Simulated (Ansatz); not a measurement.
in.yaml

```yaml
crystal:
  periodic: [false, false, false]
  atoms:
    - {symbol: B, position_ang: [0.000000, 0.000000, 0.000000]}
    - {symbol: F, position_ang: [0.000000, 0.000000, 1.263100]}
basis:
  gaussian: {orbitals: STO-3G}
magnetization: {spin_polarized: false}
correlation: {method: bccd, electrons: outside_noble_gas}
```

```sh
$ ansatz run in.yaml --threads 1 --pin off --events-out ev --progress --plain --max-ram 2393MiB
```

The program prints:

```
134 factors; integrals over basis functions are off by at most 3.8e-5 eV
mean field evaluation 1: about -3328.7854 eV, gradient 1.3e1 eV
mean field evaluation 2: about -3328.8129 eV, gradient 1.3e1 eV
mean field evaluation 4: about -3329.4788 eV, gradient 5.8e-1 eV
mean field evaluation 8: about -3329.4800 eV, gradient 2.0e-6 eV
mean field evaluation 16: about -3329.4798 eV, gradient 1.9e-1 eV
mean field -3329.47998253 eV, -122.3561325556 hartree, gradient 1.3e-6 eV, S^2 0.000000; 0 other end points of the search recorded, 0 dependent functions left out
2 core orbitals not correlated: weight in the atoms' cores, before any rotation towards them, 1.000 or more for the frozen orbitals, at most 0.000 for the correlated occupied ones
reference -3329.47998253 eV, -122.3561325556 hartree; 5, 5 occupied and 3, 3 virtual orbitals, 134 factors
second order -1.68788150 eV of doubles, -0.00000000 eV of singles
cycle   1  -1.76680125 eV  change   -7.9e-2 eV  update   9.5e-2
cycle   2  -2.00470913 eV  change   -2.4e-1 eV  update   3.8e-2
cycle   3  -2.07549532 eV  change   -7.1e-2 eV  update   2.0e-2
cycle   4  -2.08153408 eV  change   -6.0e-3 eV  update   3.6e-3
cycle   5  -2.08266563 eV  change   -1.1e-3 eV  update   6.8e-4
cycle   6  -2.08223529 eV  change    4.3e-4 eV  update   1.7e-4
cycle   7  -2.08230078 eV  change   -6.5e-5 eV  update   2.3e-5
cycle   8  -2.08230676 eV  change   -6.0e-6 eV  update   4.1e-6
Total energy: -3331.56228930 eV, -122.4326559176 hartree
```

Ran on 1 thread of Intel Xeon Platinum 8488C, shared host: 0.15 s wall, 0.14 GiB peak host memory.
